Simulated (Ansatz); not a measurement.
A calculation with Ansatz (development build ahead of 0.2.0).

```yaml
crystal:
  periodic: [false, false, false]
  atoms:
    - { symbol: C, position_ang: [-0.04847, -0.01178, -0.3019] }
    - { symbol: O, position_ang: [0.03611, 1.11357, 0.23585] }
    - { symbol: O, position_ang: [0.00493, -1.08649, 0.1864] }
    - { symbol: H, position_ang: [0.02345, 0.01409, -1.43118] }
basis:
  gaussian: { orbitals: "6-31G" }
total_charge: -1
hamiltonian:
  xc: hf
correlation:
  method: mp2
  frozen_orbitals: { C: 1, H: 0, O: 1 }
```

The input is written out in the form of the current development build from the run's settings.

Results

- Converged: yes
- Reference energy: -188.08397 hartree
- Correlation energy: -0.33327 hartree
- Total energy: -188.41724 hartree
- Spin squared of the determinant: 0.000

Caution: no diffuse functions for an anion.
